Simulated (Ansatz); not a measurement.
**SiBCl, triplet: reading a ladder of total energies**

Geometry: displaced at random from a stationary point.

```yaml
atoms:
  - { symbol: B, position_ang: [-0.0154, -0.0090, 0.0853] }
  - { symbol: Si, position_ang: [-0.0163, -0.0252, -1.8068] }
  - { symbol: Cl, position_ang: [0.0317, 0.0342, 1.7214] }
```

Basis cc-pVDZ; Ansatz 0.2.0. Correlated methods freeze the noble-gas cores, which leaves 14 electrons in 39 orbitals. Prefix R: restricted or restricted open-shell reference; prefix U: unrestricted.

Full CI isn't at hand for all of this; UCCSDT(Q) serves as the reference, and is uncertain by about the last step of the cluster series.

Runs differ by some tens of microhartree through their thresholds and, for an open shell, their frozen cores, so steps under 0.03 kcal/mol mean nothing.

```tsv
level	total energy (hartree)
UHF	-773.065732
UMP2	-773.327352
UCCSD	-773.361509
UCCSD(T)	-773.372222
UCCSDT	-773.373726
UCCSDT(Q)	-773.374549
```

Q: What is the correlation energy at UCCSDT(Q), and what share of it do UMP2 and UCCSD(T) recover?

A: E(corr) = -773.374549 − (-773.065732) = -0.308817 hartree = -8.403 eV. UMP2: -0.261620 / -0.308817 = 84.72 %. UCCSD(T): -0.306490 / -0.308817 = 99.25 %.

Q: By how many kcal/mol does UCCSD(T) miss UCCSDT(Q) (1 hartree = 627.509 kcal/mol), and which steps make up the rest?

A: -773.372222 − (-773.374549) = 0.002327 hartree = 1.46 kcal/mol. Steps: UCCSDT − UCCSD(T) = -0.94, UCCSDT(Q) − UCCSDT = -0.52 kcal/mol. Differences between like states or geometries often cancel part of this.
